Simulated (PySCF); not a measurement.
# HNO3 (nitric acid) at 6 levels

We compute a comparison of 6 runs (B3LYP/def2-SVPD, BHLYP/def2-SVPD, BLYP/def2-SVPD, CAM-B3LYP/def2-SVPD, PBE0/def2-SVPD, CCSD(T)/def2-SVPD) of HNO3 (nitric acid). 

The results are computed with PySCF 2.14.0.

3 further runs of the same task are left out: 3 set aside as unsound or not needed.

### Step 1. The molecule

HNO3: 5 atoms, total charge 0, spin state singlet. As SMILES, `O=[N+]([O-])O`. The N2–O3 distance was set to 2.134 Å, away from the relaxed value. At this shape a bond of the SMILES string is far longer than usual.

Bond lengths: O1–N2 1.175 Å, N2–O4 1.391 Å, O4–H5 0.973 Å. Angles: O1–N2–O4 114.4°, N2–O4–H5 111.0°. A long bond or contact: N2–O3 2.134 Å.

### Step 2. A single-point energy at B3LYP/def2-SVPD (run 1)

File input.py:

```python
from pyscf import gto, dft

mol = gto.Mole()
mol.atom = '''
O        1.981892       0.356528       0.808049
N        0.923652       0.372648       0.298489
O       -0.568430      -1.146740       0.163380
O        0.599432       1.579678      -0.312431
H       -0.283938       1.539028      -0.717281
'''
mol.charge = 0
mol.max_memory = 1860
mol.verbose = 4
mol.spin = 0
mol.basis = 'def2-svpd'
mol.build()

mf = dft.RKS(mol, xc='b3lyp')
mf.grids.level = 5
mf.conv_tol = 1e-10
mf.kernel()
if not mf.converged:
    mf = mf.newton().run(mf.mo_coeff, mf.mo_occ)

etot = mf.e_tot
print(f'total energy: {etot:.8f} hartree')
```

On the command line:

```console
$ OMP_NUM_THREADS=1 python input.py
```

Standard output:

```text
PySCF version 2.14.0

[... 85 lines left out ...]
converged SCF energy = -280.529357590255
total energy: -280.52935759 hartree
```

Wall time 21 s (1 thread of Arm Neoverse V1, shared host); peak memory 0.48 GiB.

### Step 3. The energy at BHLYP/def2-SVPD (run 2)

File calc.py:

```python
from pyscf import gto, dft

mol = gto.M(
    atom='''
O      1.981892     0.356528     0.808049
N      0.923652     0.372648     0.298489
O     -0.568430    -1.146740     0.163380
O      0.599432     1.579678    -0.312431
H     -0.283938     1.539028    -0.717281
''',
    charge=0,
    verbose=4,
    basis='def2-svpd',
    max_memory=1860,
)

calc0 = dft.RKS(mol, xc='bhandhlyp')
calc0.conv_tol = 1e-10
calc0.grids.level = 5
calc0.kernel()
if not calc0.converged:
    calc0 = calc0.newton().run(calc0.mo_coeff, calc0.mo_occ)

etot = calc0.e_tot
print('E = %.10f Eh' % etot)
```

On the command line:

```console
$ OMP_NUM_THREADS=1 python calc.py
```

Standard output:

```text
PySCF version 2.14.0

[... 89 lines left out ...]
converged SCF energy = -280.360506567682
E = -280.3605065677 Eh
```

It took 22 s on 1 thread of Arm Neoverse V1, shared host; peak memory 0.48 GiB.

Runs 3 to 5 aren't shown in full; the table further down has their settings and results.

### Step 4. The energy at CCSD(T)/def2-SVPD (run 6)

File input.py:

```python
from pyscf import gto, cc

mol = gto.M(
    atom=[
    ('O', (1.981892, 0.356528, 0.808049)),
    ('N', (0.923652, 0.372648, 0.298489)),
    ('O', (-0.568430, -1.146740, 0.163380)),
    ('O', (0.599432, 1.579678, -0.312431)),
    ('H', (-0.283938, 1.539028, -0.717281)),
],
    spin=0,
    charge=0,
    verbose=3,
    basis='def2-svpd',
    max_memory=1860,
)

mf = mol.RHF()
mf.conv_tol = 1e-10
mf.kernel()
if not mf.converged:
    mf = mf.newton().run(mf.mo_coeff, mf.mo_occ)

mycc = cc.CCSD(mf, frozen=4)
mycc.kernel()
e_t = mycc.ccsd_t()
etot = mycc.e_tot + e_t
print('Final energy', etot)
```

On the command line:

```console
$ OMP_NUM_THREADS=1 python input.py
```

Standard output:

```text
converged SCF energy = -279.100513946917
E(CCSD) = -279.8468151409435  E_corr = -0.7463011940267358
CCSD(T) correction = -0.03423426348322
Final energy -279.8810494044267
```

It took 92 s on 1 thread of Arm Neoverse V1, shared host; peak memory 0.63 GiB.

### Step 5. All runs side by side

```
run                level  integration grid  frozen core orbitals  energy (Eh)  dipole moment (D) of the reference  HOMO energy (eV)  LUMO energy (eV)  wall time
  1      B3LYP/def2-SVPD                 5                     –  -280.529358                                3.06             -8.24             -5.26       21 s
  2      BHLYP/def2-SVPD                 5                     –  -280.360507                                2.38            -11.11             -3.42       22 s
  3       BLYP/def2-SVPD                 5                     –  -280.532337                                3.41             -6.31             -6.12       36 s
  4  CAM-B3LYP/def2-SVPD                 5                     –  -280.428873                                2.80            -10.33             -3.81       31 s
  5       PBE0/def2-SVPD                 5                     –  -280.224632                                3.00             -8.53             -4.93       21 s
  6    CCSD(T)/def2-SVPD                 –                     4  -279.881049                                2.13            -13.33              0.61       92 s
```

### Step 6. Summary of results

| quantity | value |
| --- | --- |
| run 6: total energy | -279.88105 Eh |
| run 6: dipole moment (Hartree–Fock density) | 2.13 D |
| run 6: HOMO energy (Hartree–Fock orbitals) | -13.33 eV |
| run 6: LUMO energy (Hartree–Fock orbitals) | 0.61 eV |
| run 6: HOMO–LUMO gap (Hartree–Fock orbitals) | 13.94 eV |
| run 6: correlation energy (4 core orbitals frozen) | -780.5 mEh |
| run 6: (T) correction | -34.23 mEh |
| run 6: T1 diagnostic | 0.036 |

What this shows: Over runs 1, 2, 3, 4, 5 the dipole moment (its size) runs from 2.38 D (BHLYP/def2-SVPD) to 3.41 D (BLYP/def2-SVPD). Over runs 1, 2, 3, 4, 5 the HOMO–LUMO gap runs from 0.19 eV (BLYP/def2-SVPD) to 7.68 eV (BHLYP/def2-SVPD). Totals of different functionals can't be ranked against each other. In run 6 the T1 diagnostic is large, so a single reference may not serve. All runs together took 3.7 min, the longest 92 s.
